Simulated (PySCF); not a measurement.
Threshold energies of O2 in a plasma

r²SCAN in PySCF with def2-TZVPPD on every atom, for the lowest determinant that a PBE0 search found; no spin–orbit coupling.

```csv
species,state (unpaired electrons),Re (Å),ωe (cm⁻¹),energy of the minimum from the neutral (eV),De (eV),dissociates to
O2,triplet (π ↑↑),1.206,1623,0.00,5.62,O + O
O₂⁺,doublet (π ↑),1.109,2025,12.45,6.86,O⁺ + O
```

Q: Work out the lowest energy to break O2 into atoms, from its vibrational ground state.

A: D0 = De − ωe/2 = 5.62 − 0.10 = 5.52 eV (r²SCAN/def2-TZVPPD).

Q: Work out the ionisation energy of the O atom at this level and the threshold of dissociative ionisation.

A: IE(O) = 12.45 + 6.86 − 5.62 = 13.69 eV, so O⁺ + O + e⁻ appears at D0 + IE(O) = 19.21 eV (r²SCAN/def2-TZVPPD). The measured IE(O) is 13.618 eV (NIST ASD).

These are thermodynamic thresholds; the onsets seen under electron impact lie higher where the geometry changes, and cross-sections peak well above them.

States were picked by a PBE0 search and need not be the measured ground states.
